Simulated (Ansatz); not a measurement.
# wB97M-V/6-31G(d) (spherical functions) run of CCl3F (trichlorofluoromethane)

What is the energy change on altering one bond length of CCl3F (trichlorofluoromethane) at wB97M-V/6-31G* (spherical functions)? 

Program for the calculation: Ansatz 0.2.0.

51 further runs of the same task are left out: 2 that didn't finish, 49 set aside as unsound or not needed. Runs told in other sessions of the task aren't counted.

### 1 Starting point

CCl3F has 5 atoms, charge 0, and is taken as a singlet. SMILES: `FC(Cl)(Cl)Cl`. The shape is that of a PBE0-D4/def2-TZVP optimisation.

Bond lengths: F1–C2 1.333 Å, C2–Cl3 1.760 Å, C2–Cl4 1.760 Å, C2–Cl5 1.760 Å. Angles: F1–C2–Cl3 108.5°, F1–C2–Cl4 108.5°, F1–C2–Cl5 108.5°, Cl3–C2–Cl4 110.4°, Cl3–C2–Cl5 110.4°, Cl4–C2–Cl5 110.4°.

### 2 The energy at wB97M-V/6-31G(d) (spherical functions)

File molecule.yaml:

```yaml
crystal:
  periodic: [false, false, false]
  atoms:
    - symbol: F
      position_ang: [0.911880, -0.820730, 0.677360]
    - symbol: C
      position_ang: [0.044670, -0.040210, 0.033190]
    - symbol: Cl
      position_ang: [-1.384510, 0.157610, 1.040990]
    - symbol: Cl
      position_ang: [-0.379970, -0.814480, -1.489160]
    - symbol: Cl
      position_ang: [0.807920, 1.517810, -0.262390]
basis:
  gaussian:
    orbitals: 6-31G_st_-spherical.json
output: {orbitals: {seedname: orbitals}}
accuracy: high
hamiltonian:
  xc: {name: wB97M-V}
```

The basis set 6-31G* is read from a file made from the Basis Set Exchange's data (not shown).

Started as:

```sh
$ ansatz run molecule.yaml --threads 1 --pin off --max-ram 3480MiB --events-out events.jsonl --progress --plain --runs-dir runs
```

Output:

```text
Warning: RAYON_NUM_THREADS=1 ignored (pool sized by the plan → 1); use --threads N
Functional definition: wB97M-V
  name "wB97M-V"
  parameter omega = 0.3/bohr
  parameter cx = 0.15
  parameter cx01 = 1.007
  parameter cx10 = 0.259
  parameter css00 = 0.443
  parameter css04 = -1.437
  parameter css10 = -4.535
  parameter css20 = -3.390
  parameter css43 = 4.278
  parameter cos00 = 1.000
  parameter cos10 = 1.358
  parameter cos20 = 2.924
  parameter cos21 = -8.812
  parameter cos60 = -1.390
  parameter cos61 = 9.142
  parameter b = 6.0
  parameter c = 0.01
  gx(w, u) = 1 - cx + cx01*u + cx10*w
  gss(w, u) = css00 + css04*u^4 + css10*w + css20*w^2 + css43*w^4*u^3
  gos(w, u) = cos00 + cos10*w + (cos20 + cos21*u)*w^2 + (cos60 + cos61*u)*w^6
  exchange = spin_sum(e_x_unif_sr(omega)*gx(b97_w, b97_u_x)) + cx*exact_x_sr(omega) + exact_x_lr(omega)
  correlation = spin_sum(e_c_pw_mod_same_spin*gss(b97_w, b97_u_same))
      + integral(e_c_pw_mod_opposite_spin*gos(b97_w_opposite, b97_u_opposite)) + vv10(b, c)
1786 factors; integrals over basis functions are off by at most 3.3e-9 eV
323 factors; integrals over basis functions are off by at most 1.8e-9 eV
mean field evaluation 1: about -41313.1655 eV, gradient 4.0e1 eV
mean field evaluation 2: about -41311.7586 eV, gradient 5.2e1 eV
mean field evaluation 4: about -41316.7233 eV, gradient 7.4e-1 eV
mean field evaluation 8: about -41316.8377 eV, gradient 5.9e-2 eV
mean field evaluation 16: about -41316.8377 eV, gradient 2.0e-5 eV
mean field -41316.83770096 eV, -1518.3657799517 hartree, gradient 2.3e-8 eV, S^2 0.000000; 0 other end points of the search recorded, 0 dependent functions left out
reference -41316.83770408 eV, -1518.3657800664 hartree; 33, 33 occupied and 49, 49 virtual orbitals, 1786 factors
Total energy: -41316.83770408 eV, -1518.3657800664 hartree
```

Wall time 66 s (1 thread of Arm Neoverse V2, shared host); peak memory 0.54 GiB.

### 3 The distorted shape at the same level

File input.yaml:

```yaml
crystal:
  periodic: [false, false, false]
  atoms:
    - symbol: F
      position_ang: [1.041987, -0.937831, 0.774004]
    - symbol: C
      position_ang: [0.044670, -0.040210, 0.033190]
    - symbol: Cl
      position_ang: [-1.384510, 0.157610, 1.040990]
    - symbol: Cl
      position_ang: [-0.379970, -0.814480, -1.489160]
    - symbol: Cl
      position_ang: [0.807920, 1.517810, -0.262390]
basis:
  gaussian: {orbitals: 6-31G_st_-spherical.json}
hamiltonian: {xc: {name: wB97M-V}}
accuracy: high
output: {orbitals: {seedname: orbitals}}
```

The basis set 6-31G* is read from a file made from the Basis Set Exchange's data (not shown).

Started as:

```sh
$ ansatz run input.yaml --threads 1 --pin off --max-ram 3480MiB --events-out events.jsonl --progress --plain --runs-dir runs
```

Output (excerpt; [...] marks lines left out):

```text
Warning: RAYON_NUM_THREADS=1 ignored (pool sized by the plan → 1); use --threads N
[... 2 set-up lines as earlier in the session ...]
[...]
  gx(w, u) = 1 - cx + cx01*u + cx10*w
  gss(w, u) = css00 + css04*u^4 + css10*w + css20*w^2 + css43*w^4*u^3
  gos(w, u) = cos00 + cos10*w + (cos20 + cos21*u)*w^2 + (cos60 + cos61*u)*w^6
[...]
      + integral(e_c_pw_mod_opposite_spin*gos(b97_w_opposite, b97_u_opposite)) + vv10(b, c)
1770 factors; integrals over basis functions are off by at most 3.7e-9 eV
329 factors; integrals over basis functions are off by at most 1.7e-9 eV
[...]
mean field -41316.31306226 eV, -1518.3464998353 hartree, gradient 6.7e-8 eV, S^2 0.000000; 0 other end points of the search recorded, 0 dependent functions left out
reference -41316.31306538 eV, -1518.3464999500 hartree; 33, 33 occupied and 49, 49 virtual orbitals, 1770 factors
Total energy: -41316.31306538 eV, -1518.3464999500 hartree
```

Wall time 74 s (1 thread of Arm Neoverse V2, shared host); peak memory 0.53 GiB.

### 4 Outcome

At wB97M-V/6-31G* (spherical functions):

| quantity | value |
| --- | --- |
| first shape: total energy | -1518.36578 Eh |
| first shape: HOMO energy | -11.36 eV |
| first shape: LUMO energy | 1.11 eV |
| first shape: HOMO–LUMO gap | 12.47 eV |
| distorted shape: total energy | -1518.34650 Eh |
| distorted shape: HOMO energy | -11.54 eV |
| distorted shape: LUMO energy | 0.88 eV |
| distorted shape: HOMO–LUMO gap | 12.42 eV |
| energy change with the F1–C2 bond stretched from 1.333 to 1.533 Å | 0.525 eV |

**Reading.** With the F1–C2 bond stretched from 1.333 to 1.533 Å the energy rises by 0.52 eV (50.6 kJ/mol). The first shape isn't relaxed at this level, so the change isn't measured from a minimum.
